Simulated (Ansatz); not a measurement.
A made-up structure of CH5N, closed shell:

```tsv
atom	x (Å)	y (Å)	z (Å)
C1	-0.3836	-0.1117	-0.2286
N2	0.6741	0.3657	0.0713
H3	-0.8804	-0.8169	0.5693
H4	-0.1189	-0.6768	-1.1715
H5	-1.0081	0.8136	-0.4079
H6	1.2697	-0.4762	0.2303
H7	0.4471	0.9023	0.9370
```

It is relaxed with PBE-D4/def2-SVP and then PBE0-D4/def2-TZVP (Ansatz 0.2.0). Atoms count as bonded within 1.22 times the sum of their covalent radii (H–H: 0.88 Å). The end point is not checked to be a true minimum.

Q: Does its bonding change? (A judgement: the text doesn't fix the answer.)

A: The calculation gives: No: no bond forms or breaks.

Where it ends: The first stage lowers the energy by 2.61 eV in 6 steps. It ends as CH₅N ([CH3][NH2]):
```xyz
7
angstrom
C -0.4740 -0.1390 -0.2807
N 0.8018 0.3917 0.1690
H -0.9830 -0.8068 0.4297
H -0.3287 -0.6919 -1.2115
H -1.1520 0.6879 -0.5044
H 1.4488 -0.3593 0.3719
H 0.6871 0.9174 1.0260
```

Labels in which every atom is bracketed show which atoms are joined, not bond orders.

For scale, one of the runs: PBE0-D4/def2-TZVP relaxation, 92 basis functions, launched by `ansatz run in.yaml --threads 2 --pin off --events-out ev --progress --plain --max-ram 4352MiB`. Hardware: 2 CPU threads of an Arm Neoverse V1, shared host. Wall time about 6.5 s.
